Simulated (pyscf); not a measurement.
Thermochemistry of product channels of O=CH–OH (SMILES O=CO) + HO⁻ (SMILES [OH-]) on the singlet surface, in kcal/mol, from ωB97M-D3(BJ)/def2-TZVPD energies (ideal gas, 1 atm, RRHO with modes under 100 cm⁻¹ raised to 100, one conformer, R ln 2 for rigid chiral ones). Single points on ωB97X-D3(BJ)/def2-SVPD structures (PySCF, gas phase).

| products | ΔE | ΔH(298 K) | ΔG(298 K) | ΔG(1200 K) |
|---|---|---|---|---|
| O=CH–O⁻ (SMILES O=C[O-]) + H₂O (SMILES O) | -45.4 | -45.8 | -46.3 | (withheld) |
| O=C⁻–OH (SMILES O=[C-]O) + H₂O (SMILES O) | -10.4 | -11.4 | -12.6 | -16.5 |
| O=C(O⁻)–OH (SMILES O=C([O-])O) + H₂ (SMILES [H][H]) | (withheld) | -49.9 | -48.2 | (withheld) |

Task: Fill in the missing entries.

Result: 
- O=CH–O⁻ (SMILES O=C[O-]) + H₂O (SMILES O), ΔG(1200 K): -47.1
- O=C(O⁻)–OH (SMILES O=C([O-])O) + H₂ (SMILES [H][H]), ΔE: -46.2
- O=C(O⁻)–OH (SMILES O=C([O-])O) + H₂ (SMILES [H][H]), ΔG(1200 K): -44.7

These are energies of the channels, which say nothing of barriers.
